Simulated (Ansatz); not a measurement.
**fcc Sc (model structure)**

Method: r²SCAN+rVV10 (PAW; Ansatz, a program for electronic structure).

Numerical settings: plane-wave cutoff 500 eV, 28×28×28 k mesh, Fermi–Dirac smearing 0.1 eV, scalar-relativistic PAW data made under PBE.

Cell (relaxed at this level):

Space group Fm-3m (No. 225); a = b = c = 4.6362 Å, α = β = γ = 90.00°

```
atom  site  symmetry       x       y       z
----  ----  --------  ------  ------  ------
Sc      4a      m-3m  0.0000  0.0000  0.0000
```
(The calculation used a cell of 1 atom; values per cell refer to that cell.)

```
Item      Value
--------  -----
band gap   none
```

Note: the relaxation could raise the start's symmetry but not lower it, so the cell can be a saddle point.

The result took about 70 core-seconds (a rough figure).

A model structure was made by putting elements into a prototype or built by hand; it is no filed structure, need not be a known phase, and can be a saddle point held by its symmetry.
